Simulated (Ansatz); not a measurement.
# C₂H₃B: functionals against CCSD(T) at one geometry

Aim: energy, forces and dipole at a structure displaced at random from a GFN2-xTB minimum, from CCSD(T) and from density functionals.

Computed with Ansatz 0.2.0, Gaussian basis. Level: single points in def2-TZVPP.

Correlated methods freeze the cores.

## Step 1: The system as given

SMILES `BC#C`, 6 atoms, charge 0, spin multiplicity 1.

Atoms are counted from 1 here; the program's logs count them from 0.

Bond lengths: B1–C2 1.490 Å, B1–H4 1.218 Å, B1–H5 1.141 Å, C2–C3 1.241 Å, C3–H6 1.088 Å. Angles: C2–B1–H4 119.5°, C2–B1–H5 123.6°, H4–B1–H5 115.8°, B1–C2–C3 171.1°, C2–C3–H6 177.1°.

Geometry (Å):

```xyz
6

B    -0.7960    0.6696   -0.4192
C     0.2386   -0.2306    0.1643
C     1.2021   -0.9401    0.4930
H    -1.7558    0.1879   -0.9934
H    -0.8635    1.7859   -0.1907
H     2.0165   -1.5818    0.8221
```

## Step 2: CCSD(T)/def2-TZVPP

Contents of run/in.yaml:

```yaml
crystal:
  periodic: [false, false, false]
  atoms:
    - {symbol: B, position_ang: [-0.796000, 0.669600, -0.419200]}
    - {symbol: C, position_ang: [0.238600, -0.230600, 0.164300]}
    - {symbol: C, position_ang: [1.202100, -0.940100, 0.493000]}
    - {symbol: H, position_ang: [-1.755800, 0.187900, -0.993400]}
    - {symbol: H, position_ang: [-0.863500, 1.785900, -0.190700]}
    - {symbol: H, position_ang: [2.016500, -1.581800, 0.822100]}
basis:
  gaussian: {orbitals: def2-TZVPP}
correlation: {method: ccsd_t}
output: {forces: true}
```

No record of the launch command was kept for these runs.

## Step 3: PBE0-D4/def2-TZVPP

run/in.yaml: that of step 2 with these lines changed.

```diff
@@ -11,3 +11,3 @@
   gaussian: {orbitals: def2-TZVPP}
-correlation: {method: ccsd_t}
-output: {forces: true}
+hamiltonian: {xc: pbe0, dispersion: d4}
+output: {forces: true, orbitals: {seedname: orbitals}}
```

## Step 4: wB97M-V/def2-TZVPP

run/in.yaml: that of step 3 with these lines changed.

```diff
@@ -11,3 +11,3 @@
   gaussian: {orbitals: def2-TZVPP}
-hamiltonian: {xc: pbe0, dispersion: d4}
-output: {forces: true, orbitals: {seedname: orbitals}}
+hamiltonian: {xc: {name: wB97M-V}}
+output: {forces: true}
```

## Step 5: r2SCAN-D4/def2-TZVPP

run/in.yaml: that of step 4 with these lines changed.

```diff
@@ -11,3 +11,3 @@
   gaussian: {orbitals: def2-TZVPP}
-hamiltonian: {xc: {name: wB97M-V}}
+hamiltonian: {xc: r2scan, dispersion: d4}
 output: {forces: true}
```

## Step 6: PBE-D4/def2-TZVPP

run/in.yaml: that of step 5 with these lines changed.

```diff
@@ -11,3 +11,3 @@
   gaussian: {orbitals: def2-TZVPP}
-hamiltonian: {xc: r2scan, dispersion: d4}
+hamiltonian: {xc: pbe, dispersion: d4}
 output: {forces: true}
```

## Step 7: r2SCAN0-D4/def2-TZVPP

run/in.yaml: that of step 6 with these lines changed.

```diff
@@ -11,3 +11,3 @@
   gaussian: {orbitals: def2-TZVPP}
-hamiltonian: {xc: pbe, dispersion: d4}
+hamiltonian: {xc: {name: r2SCAN0}, dispersion: d4}
 output: {forces: true}
```

## Step 8: CAM-B3LYP-D4/def2-TZVPP

run/in.yaml: that of step 7 with these lines changed.

```diff
@@ -11,3 +11,3 @@
   gaussian: {orbitals: def2-TZVPP}
-hamiltonian: {xc: {name: r2SCAN0}, dispersion: d4}
+hamiltonian: {xc: {name: CAM-B3LYP}, dispersion: d4}
 output: {forces: true}
```

(Steps that only read results are left out.)

Q: Predict the outcome of this session. Wanted: energy less free atoms, CCSD(T)/def2-TZVPP; RMS force component; RMS force error; HOMO and LUMO, PBE0-D4; T1 diagnostic.

The runs gave:

| quantity | value |
| --- | --- |
| energy less free atoms, CCSD(T)/def2-TZVPP | -568.2 kcal/mol |
| RMS force component | 0.798 to 1.245 eV/Å over the methods |
| RMS force error | PBE0-D4 0.343, wB97M-V 0.445, r2SCAN-D4 0.243, PBE-D4 0.242, r2SCAN0-D4 0.460, CAM-B3LYP-D4 0.526 eV/Å |
| HOMO and LUMO, PBE0-D4 | -7.98 and -2.47 eV |
| T1 diagnostic | 0.015 |

**Reading.** Against CCSD(T) the functionals' energies less atoms differ by -32.5 to -8.5 kcal/mol, PBE-D4 by -32.5 kcal/mol. CCSD(T) in triple zeta still lacks some correlation energy of the bonds, so part of these gaps is its own basis error and they don't rank the functionals. The forces of PBE-D4 come nearest to CCSD(T), those of CAM-B3LYP-D4 are farthest. Frozen-core CCSD(T) forces in triple zeta carry basis errors of their own, and this is one geometry, so small gaps rank nothing.
